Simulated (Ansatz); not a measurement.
Relaxation of BH3NS (6 atoms, charge 0, multiplicity 2), to a largest force component of 0.015 eV/Å in at most 40 steps.

These are results of UKS B3LYP-D4/def2-TZVP (Ansatz 0.2.0), not measurements.

```xyz
6
Properties=species:S:1:pos:R:3
N -0.821 0.325 -0.649
B -0.364 -0.647 0.349
S 0.693 -0.084 1.768
H -1.834 0.372 -0.642
H -0.538 1.293 -0.408
H 1.900 -0.261 1.030
```

Question: Where does it end, and by what steps?

Answer: It converged. After 11 steps the energy has fallen by 0.971 eV; S3 moved furthest, 0.62 Å.

| step | energy less start (eV) | largest force component (eV/Å) | accepted |
| --- | --- | --- | --- |
| 0 | 0.0000 | 2.220 | yes |
| 1 | -0.3606 | 1.568 | yes |
| 2 | -0.5065 | 2.590 | yes |
| 3 | -0.6832 | 0.840 | yes |
| 4 | -0.7687 | 0.474 | yes |
| 5 | -0.8387 | 0.903 | yes |
| 6 | -0.9188 | 0.672 | yes |
| 7 | -0.9573 | 0.336 | yes |
| 8 | -0.9642 | 0.143 | yes |
| 9 | -0.9694 | 0.152 | yes |
| 10 | -0.9710 | 0.018 | yes |
| 11 | -0.9710 | 0.003 | yes |

```xyz
6
Properties=species:S:1:pos:R:3
N -0.908 0.383 -0.367
B -0.580 -0.453 0.682
S 0.909 -0.649 1.646
H -1.811 0.367 -0.811
H -0.277 1.065 -0.767
H 1.703 0.286 1.064
```

Whether the end is a true minimum wasn't checked by a vibrational analysis.

Time of the run: 16 s on 2 threads of Intel(R) Xeon(R) 6975P-C (Granite Rapids), on a shared host, peak memory 0.24 GiB.
